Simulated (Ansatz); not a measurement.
```yaml
crystal:
  periodic: [false, false, false]
  atoms:
    - {symbol: Ge, position_ang: [-2.232723, -0.099219, -0.003132]}
    - {symbol: N, position_ang: [-0.586145, -0.266043, -0.002467]}
    - {symbol: Ge, position_ang: [1.193390, -0.621840, 0.000702]}
    - {symbol: H, position_ang: [1.625479, 0.987102, 0.004897]}
basis:
  gaussian: {orbitals: def2-TZVP}
hamiltonian: {xc: pbe0}
relax: {f_tol: 0.004, max_steps: 80}
```

```sh
$ ansatz run in.yaml --threads 1 --pin off --events-out ev --progress --plain --max-ram 2176MiB
```

Steps of the relaxation (energy above the last step; positions in Å, forces in eV/Å):

```
4
step 1, 32.7 meV
Ge   -2.233   -0.099   -0.003   -0.892    0.053   -0.001
N    -0.586   -0.266   -0.002    0.725   -0.065    0.001
Ge    1.193   -0.622    0.001    0.247    0.640    0.002
H     1.625    0.987    0.005   -0.080   -0.628   -0.002
```

```
4
step 2, 6.9 meV
Ge   -2.263   -0.125   -0.003   -0.298   -0.021   -0.001
N    -0.600   -0.255   -0.002    0.315    0.156    0.001
Ge    1.190   -0.578    0.001    0.084   -0.169    0.000
H     1.672    0.958    0.005   -0.101    0.035    0.000
```

```
4
step 3, 2.2 meV
Ge   -2.258   -0.121   -0.003   -0.097   -0.028    0.000
N    -0.590   -0.247   -0.002    0.084    0.080    0.001
Ge    1.197   -0.588    0.001    0.028   -0.065    0.000
H     1.650    0.955    0.005   -0.015    0.013    0.000
```

```
4
step 5, 0.1 meV
Ge   -2.266   -0.145   -0.004    0.036   -0.009    0.000
N    -0.591   -0.213   -0.002   -0.020    0.008    0.000
Ge    1.191   -0.590    0.001   -0.018    0.010    0.000
H     1.666    0.948    0.005    0.003   -0.009    0.000
```

```
4
step 6, 0.0 meV
Ge   -2.267   -0.152   -0.004   -0.001   -0.001    0.000
N    -0.592   -0.205   -0.002    0.003    0.000    0.000
Ge    1.187   -0.589    0.001   -0.002    0.001    0.000
H     1.672    0.945    0.005    0.000   -0.001    0.000
```

Close pairs at the end: Ge3–H4 1.609 Å, Ge1–N2 1.675 Å, N2–Ge3 1.820 Å.

A stationary point of restricted PBE0 after 6 steps (its stability towards spin polarisation wasn't tested); no frequencies were run, so it isn't proven a minimum. 18 s on 1 thread of Intel Xeon 6975P-C, shared host.
